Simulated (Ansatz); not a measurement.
HAl–AlH, quintet in 6-31G: errors against full CI

Geometry: that of the HAl–AlH, triplet, kept fixed. The singlet lies 4.1 eV lower here.

```tsv
atom	x (Å)	y (Å)	z (Å)
Al	0.0000	0.0000	1.1500
Al	0.0000	0.0000	-1.1500
H	0.0000	0.0000	2.7245
H	0.0000	0.0000	-2.7245
```

Basis 6-31G; Ansatz 0.2.0. Correlated methods freeze the noble-gas cores, which leaves 8 electrons in 20 orbitals. R marks a restricted (for open shells ROHF) determinant, U an unrestricted one. Active spaces: valence = (8e, 10o) chosen from the atoms' valence shells.

Full CI is exact within this basis and frozen core; it isn't the basis-set limit. The frozen core follows each run's orbitals, which can shift R against U totals by a few meV.

For open shells CISD and CISDTQ are restricted-active-space CI with the open shells as a complete middle space.

The UHF ⟨S²⟩ is 6.020. The T1 diagnostic (RCCSD) is 0.0627. The largest doubles amplitude (RCCSD) is 0.115. The T1 diagnostic (UCCSD) is 0.0513.

| level | E − E(RHF) (eV) |
| --- | --- |
| UHF | -0.1331 |
| RMP2 | -1.5695 |
| UMP2 | -1.6042 |
| RCCSD | -2.4542 |
| UCCSD | -2.4607 |
| RCCSD(T) | -2.5528 |
| UCCSD(T) | -2.5513 |

(1) Estimate how far full CI in 6-31G lies from RCCSD(T). The table doesn't fix it; the size of (T) and the diagnostics are the guide.

(1) Full CI in 6-31G lies 4.3 kJ/mol below RCCSD(T), which is 46 % of the (T) step (-9.5 kJ/mol). T1 is raised, and the rest is a large part of (T). The miss exceeds 1 kcal/mol.

The other levels:

| level | E − E(full CI) (kJ/mol) | share of correlation (%) | wall time |
| --- | --- | --- | --- |
| CISD | 19.4 | 92.26 | 9 s |
| BCCD(T) | 5.1 | 97.95 | 12 s |
| RCCSDT | 0.6 | 99.77 | – |
| UCCSDT | 0.6 | 99.77 | – |
| CISDTQ | 0.2 | 99.91 | 1.9 min |
| RCCSDT(Q) | 0.1 | 99.97 | 14 s |
| UCCSDT(Q) | 0.0 | 100.01 | 12 s |
| RCCSDTQ | 0.0 | 100.00 | 73 s |
| CASSCF (valence space) | 63.1 | 74.83 | – |
| NEVPT2 (valence space) | 19.4 | 92.27 | 11 s |
| MRCISD (valence space) | 2.3 | 99.10 | – |
| MRCISD+Q (valence space) | 0.7 | 99.72 | 19 s |

The correlation energy at full CI, counted from RHF, is -2.598 eV. That run took 1.8 min on 1 thread of Intel Xeon, shared host over 930,816 determinants.

Times hold each run's SCF and search for its determinant on a shared host, so for small cases they say little of a method's own cost; they ran on 1 thread of Intel Xeon.

The full-CI state has the irrep Au of D2h, in the program's axes (one component, if the state is degenerate).

Natural occupations of full CI about the gap: 1.938 1.905 1.050 0.977 0.977 0.943 0.062 0.049 0.049 0.015; effectively unpaired electrons, Σ n²(2−n)², 4.07.
